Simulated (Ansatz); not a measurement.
**Structure relaxation of Re₃Pb**

Level of theory: DFT PBE, scalar-relativistic, plane waves, PAW (Ansatz 0.2.0). Cutoff 420 eV, Γ-centred k mesh, Gaussian smearing, no spin polarisation in the final step.

Re₃Pb was placed on the Cu3Au (L1_2) structure type (Pm-3m, No. 221), with Pb in place of Au, Re in place of Cu, at a guessed volume.

```
Re Pb
1.0
     4.16492    0.00000    0.00000
     0.00000    4.16492    0.00000
     0.00000    0.00000    4.16492
Re Pb
3 1
Direct
  0.00000 0.50000 0.50000
  0.50000 0.00000 0.50000
  0.50000 0.50000 0.00000
  0.00000 0.00000 0.00000
```

Cell and atoms relax at zero pressure; the relaxation can't lower the symmetry of the start. After a coarse first stage the cell is made exact in the group found at 0.06 Å.

Formation energies are uncorrected and refer to the elements' standard structures at the same level.

Q: Describe the relaxed structure.

A: It keeps Pm-3m (No. 221). The result has the Cu3Au (L1_2) structure. Conventional cell: a = 4.072 Å. Re is coordinated by 4 Pb at 2.88 Å and 8 Re at 2.88 Å; around Pb lie 12 Re at 2.88 Å.

Space group Pm-3m (No. 221). a = 4.072 Å, b = 4.072 Å, c = 4.072 Å, α = 90.00°, β = 90.00°, γ = 90.00°
| atom | site | symmetry | x | y | z |
| --- | --- | --- | --- | --- | --- |
| Re | 3c | 4/mm.m | 0.0000 | 0.5000 | 0.5000 |
| Pb | 1a | m-3m | 0.0000 | 0.0000 | 0.0000 |

Q: What are its volume, energy, density and gap?

A: The volume per atom is 16.88 Å³. The density is 18.84 g/cm³. The energy over the elements is 1.21 eV/atom. The gap on the 12×12×12 mesh is 0 eV (a metal).

The final run used a 12×12×12 mesh on its 4-atom cell and 0.10 eV smearing. The k mesh leaves about 4 meV/atom of noise in metals. Spin–orbit coupling is left out. Symmetry constrained the relaxation, so the result can be a saddle point. The steps took of the order of 100 core-seconds in all.

Cost: 3 runs of about 1.6 core-minutes in all, on Intel Xeon Platinum 8259CL (Skylake/Cascade Lake) (shared hosts).